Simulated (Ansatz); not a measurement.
Geometry optimisation, RKS PBE0-D4/def2-SVP in Ansatz 0.2.0.

Input:

```yaml
crystal:
  periodic: [false, false, false]
  atoms:
    - { symbol: Si, position_ang: [-0.2914, -0.6223, 0.1033] }
    - { symbol: O, position_ang: [1.2021, 0.7491, 0.4824] }
    - { symbol: H, position_ang: [0.1422, -1.6965, -0.7743] }
    - { symbol: H, position_ang: [-1.235, -0.6919, 1.206] }
    - { symbol: "N", position_ang: [-1.214, 0.3125, -1.0239] }
    - { symbol: H, position_ang: [1.5745, -0.2325, 1.2224] }
    - { symbol: H, position_ang: [1.093, -1.0824, 1.2867] }
    - { symbol: H, position_ang: [1.3018, 1.6534, 0.1502] }
    - { symbol: H, position_ang: [-0.845, 0.4898, -1.9448] }
    - { symbol: H, position_ang: [-1.7282, 1.1209, -0.7081] }
basis:
  gaussian: { orbitals: def2-SVP }
hamiltonian:
  xc: pbe0
  dispersion: d4
relax:
  f_tol: 0.15
  max_steps: 25
  restrain:
    - { distance: [0, 6], at: 1.42, k: 30.0 }
    - { distance: [5, 1], at: 0.97, k: 30.0 }
    - { distance: [0, 1], at: 3.07, k: 30.0 }
    - { distance: [5, 6], at: 1.92, k: 30.0 }
```

Launched with:

```bash
$ ansatz run input.yaml --threads 2 --pin off --max-ram 3072MiB --backend cpu --events-out ev --progress --plain --runs-dir out
```

Problem. Where does it end, and by what steps?

Solution. It converged. The restraints hold the end off the free minimum. After 15 steps the energy has fallen by 1.834 eV (the restraints' own energy left out); H4 moved furthest, 1.14 Å. Joined: Si1–H7 (1.88 → 1.45 Å), O2–H6 (1.28 → 0.97 Å).

```
step  energy less start (eV)  largest force component (eV/Å)  accepted
   0                  0.0000                           2.720       yes
   1                  0.7243                           4.061       yes
   2                  0.8866                           2.748       yes
   3                  0.8423                           2.772       yes
   4                  0.3662                           3.128       yes
   5                 -0.6296                           1.801       yes
   6                 -1.2030                           2.996       yes
   7                 -1.5865                           1.133       yes
   8                 -1.6348                           0.853       yes
   9                 -1.6893                           1.618       yes
  10                 -1.7654                           1.008       yes
  11                 -1.7692                           1.034       yes
  12                 -1.8182                           0.900       yes
  13                 -1.8294                           0.905       yes
  14                 -1.8387                           0.822       yes
  15                 -1.8341                           0.872       yes
```

```xyz
10
Properties=species:S:1:pos:R:3
Si -0.574 -0.885 0.222
O 1.984 0.797 -0.048
H 0.246 -1.852 -0.567
H -1.806 -1.562 0.730
N -1.089 0.416 -0.778
H 1.859 0.168 0.676
H 0.217 -0.536 1.392
H 1.474 1.560 0.254
H -0.399 0.927 -1.315
H -1.912 0.967 -0.566
```

Time of the run: 31 s on 2 threads of Intel(R) Xeon(R) Platinum 8488C (Sapphire Rapids) (shared host), peak memory 0.16 GiB.
